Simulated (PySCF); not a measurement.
**How good is the calculation?**

Numbering as in the mapped SMILES `[F:1][c:2]1[cH:3][cH:4][cH:5][cH:6][cH:7]1`; H(Xn) means a hydrogen on atom n.

Published estimates (parent shift plus substituent increments) and measurements: δ ¹H H(C4)/H(C6) 7.27; H(C5) 7.05; H(C3)/H(C7) 6.99 ppm (measured; solution, CCl4, 325 K; Shapiro, Mohrmann, J. Phys. Chem. Ref. Data 1977, 6, 919).
δ ¹⁹F F1 -113.5 ppm (measured; G. Saielli, R. Bini, A. Bagno, Computational 19F NMR. 2. Organic compounds, RSC Adv. 2014, ESI (exp. from Berger-Braun-Kalinowski 1994 and Everett 1995)).
δ ¹³C C2 163.3; C4/C6 129.9; C5 124.0; C3/C7 115.6 ppm (estimated from measurements, as parent shift plus tabulated substituent increment; solution, CCl4; Levy, Lichter, Nelson pp. 111-112; Breitmaier, Voelter pp. 256-258, as tabulated by Wired Chemist).
δ ¹H H(C4)/H(C6) 7.25; H(C5) 7.04; H(C3)/H(C7) 6.97 ppm (measured; solution, CCl4, 311 K; Shapiro, Mohrmann, J. Phys. Chem. Ref. Data 1977, 6, 919). Coupling constants: ³J(H(C3),H(C4)) 8.4 Hz, ⁴J(H(C3),H(C5)) 1.1 Hz, ⁵J(H(C3),H(C6)) 0.4 Hz, ⁴J(H(C3),H(C7)) 2.7 Hz, ³J(H(C4),H(C5)) 7.5 Hz, ⁴J(H(C4),H(C6)) 1.8 Hz, ¹J(C5,H(C5)) 161.0 Hz, ¹J(C2,F1) -245.3 Hz, ²J(C3,F1) 21.0 Hz, ³J(C4,F1) 7.7 Hz.

Computational details: PBE0-D3(BJ)/def2-SVP structure, shieldings: GIAO PBE0/pcSseg-1, J: B3LYP/pcJ-1 (spin–dipole term only in couplings to heteroatoms), in PySCF 2.14.0 with density-fitted response routines (one conformer, fast rotation and ring inversion assumed for equivalent nuclei, non-relativistic, gas phase).

**Question.** How close does the calculation come?

**Answer.** 
Reference values: measured (solution, CCl4, 325 K; Shapiro, Mohrmann, J. Phys. Chem. Ref. Data 1977, 6, 919).
```
      atoms  quantity  reference  computed  computed, scaled
H(C4)/H(C6)      δ ¹H       7.27      7.46              7.28
      H(C5)      δ ¹H       7.05      7.22              7.06
H(C3)/H(C7)      δ ¹H       6.99      7.15              7.00
```

Reference values: measured (G. Saielli, R. Bini, A. Bagno, Computational 19F NMR. 2. Organic compounds, RSC Adv. 2014, ESI (exp. from Berger-Braun-Kalinowski 1994 and Everett 1995)).
```tsv
atoms	quantity	reference	computed	computed, scaled
F1	δ ¹⁹F vs CFCl3	-113.5	-109.7	-113.2
```

Reference values: estimated from measurements, as parent shift plus tabulated substituent increment (solution, CCl4; Levy, Lichter, Nelson pp. 111-112; Breitmaier, Voelter pp. 256-258, as tabulated by Wired Chemist).
```csv
atoms,quantity,reference,computed,"computed, scaled"
C2,δ ¹³C,163.3,170.5,165.0
C4/C6,δ ¹³C,129.9,135.7,131.1
C5,δ ¹³C,124.0,128.6,124.2
C3/C7,δ ¹³C,115.6,120.7,116.6
```

Reference values: measured (solution, CCl4, 311 K; Shapiro, Mohrmann, J. Phys. Chem. Ref. Data 1977, 6, 919).
| atoms | quantity | reference | computed | computed, scaled |
| --- | --- | --- | --- | --- |
| H(C4)/H(C6) | δ ¹H | 7.25 | 7.46 | 7.28 |
| H(C5) | δ ¹H | 7.04 | 7.22 | 7.06 |
| H(C3)/H(C7) | δ ¹H | 6.97 | 7.15 | 7.00 |

Computed shifts are σ(ref) − σ with the named reference compound (TMS for H and C) calculated as an isolated molecule at the same level. The measured values may be among those fitted. Expected solution values come from regression of measured δ (H and C: mostly CDCl3, vs TMS) on computed σ: ¹H: δ = 29.85 − 0.948σ (rms 0.21 ppm, 133 shifts); ¹³C: δ = 178.46 − 0.972σ (rms 2.0 ppm, 209 shifts, 2.2 ppm with the 3 outliers that the fit left out); ¹⁹F: δ = 150.53 − 0.919σ +17.7 on sp3 carbon (rms 6.8 ppm, 22 shifts vs CFCl3, solution or neat liquid). Occasional misses reach two or three times the rms, and more in compound classes unlike the fitted ones.

Coupling constants in Hz (some tables give magnitudes without signs):
```tsv
coupling	reference	computed	source
³J(H(C3),H(C4))	8.4	9.3	measured; solution (compiled); Pretsch, Buehlmann, Badertscher, Structure Determination of Organic Compounds, 4th ed., Springer 2009
⁴J(H(C3),H(C5))	1.1	0.7	measured; solution (compiled); Pretsch, Buehlmann, Badertscher, Structure Determination of Organic Compounds, 4th ed., Springer 2009
⁵J(H(C3),H(C6))	0.4	0.4	measured; solution (compiled); Pretsch, Buehlmann, Badertscher, Structure Determination of Organic Compounds, 4th ed., Springer 2009
⁴J(H(C3),H(C7))	2.7	2.5	measured; solution (compiled); Pretsch, Buehlmann, Badertscher, Structure Determination of Organic Compounds, 4th ed., Springer 2009
³J(H(C4),H(C5))	7.5	8.2	measured; solution (compiled); Pretsch, Buehlmann, Badertscher, Structure Determination of Organic Compounds, 4th ed., Springer 2009
⁴J(H(C4),H(C6))	1.8	1.4	measured; solution (compiled); Pretsch, Buehlmann, Badertscher, Structure Determination of Organic Compounds, 4th ed., Springer 2009
¹J(C5,H(C5))	161.0	169.4	measured; liquid or solution (compiled); San Fabian, Garcia de la Vega, Suardiaz et al., Magn. Reson. Chem. 2013, 51, 775 (SI)
¹J(C2,F1)	-245.3	-315.4	measured; liquid or solution; F. J. Weigert, PhD thesis, Caltech 1968 (Carbon-13 magnetic resonance spectroscopy)
²J(C3,F1)	21.0	18.8	measured; liquid or solution; F. J. Weigert, PhD thesis, Caltech 1968 (Carbon-13 magnetic resonance spectroscopy)
³J(C4,F1)	7.7	5.1	measured; liquid or solution; F. J. Weigert, PhD thesis, Caltech 1968 (Carbon-13 magnetic resonance spectroscopy)
```

**Question.** How far are the unscaled ¹H shifts from the references?

**Answer.** Mean signed difference +0.18 ppm, mean absolute 0.18 ppm over 6 comparisons; the largest is +0.21 ppm at H(C4)/H(C6) (hydrogen on an aromatic CH).

**Question.** How far are the unscaled ¹³C shifts from the references?

**Answer.** Mean signed difference +5.67 ppm, mean absolute 5.67 ppm over 4 comparisons; the largest is +7.2 ppm at C2 (aromatic carbon bearing fluorine).

21 of the 66 published NMR values on file for this molecule are compared. The rest: values from further sources, values whose atom or origin is in doubt.

Common functionals overestimate the size of one-bond C–F couplings by tens of Hz; these are unscaled. Unscaled 3J(H,H) at this level run about 9 % above measured values.
